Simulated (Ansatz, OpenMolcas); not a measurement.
**Ansatz → OpenMolcas**

Ansatz 0.2.0 runs this on quartet CH3BCl:

input.yaml:
```yaml
crystal:
  periodic: [false, false, false]
  atoms:
    - {symbol: C, position_ang: [-0.289900, 0.325200, -0.312400]}
    - {symbol: B, position_ang: [0.195300, -1.059500, 0.167700]}
    - {symbol: Cl, position_ang: [1.467800, -1.355700, 1.297800]}
    - {symbol: H, position_ang: [-1.073500, 0.641700, 0.390700]}
    - {symbol: H, position_ang: [0.494200, 1.088800, -0.289700]}
    - {symbol: H, position_ang: [-0.752000, 0.295400, -1.300400]}
basis:
  gaussian: {orbitals: aug-cc-pVDZ}
magnetization: {spin_polarized: true, initial_magnetization: 3}
hamiltonian: {xc: {name: SVWN5}}
accuracy: high
output: {orbitals: {seedname: orbitals}}
```

```bash
$ ansatz run input.yaml --threads 1 --pin off --max-ram 3480MiB --events-out events.jsonl --progress --plain --runs-dir runs
```

The shape is that of a PBE0-D4/def2-TZVP optimisation. That shape belongs to the parent species and isn't relaxed for this state.

It gives a total energy of -522.564699 Eh.

Task: How is this level of theory, on these atoms, set up in OpenMolcas 26.06 as an input file of the program's own?

Result: One way, which was run:

mol.inp:
```
&GATEWAY
BasLib
$CurrDir
Coord
6
angstrom
C       -0.289900       0.325200      -0.312400
B        0.195300      -1.059500       0.167700
Cl       1.467800      -1.355700       1.297800
H       -1.073500       0.641700       0.390700
H        0.494200       1.088800      -0.289700
H       -0.752000       0.295400      -1.300400
Basis
aug-cc-pVDZ
Group
NoSym
&SEWARD
GridInput
Grid=UltraFine
End of Grid
&SCF
UHF
Spin
4
KSDFT
SVWN5
Thresholds
1e-10 1e-07 1e-07 1e-05
PrOrbitals
1
```

```bash
$ export MOLCAS_MEM=1860
$ pymolcas mol.inp > mol.log
```

(Basis files named in the input come from the Basis Set Exchange and aren't shown.)

Its energy is -522.564697 Eh, 0.002 mEh from the first.
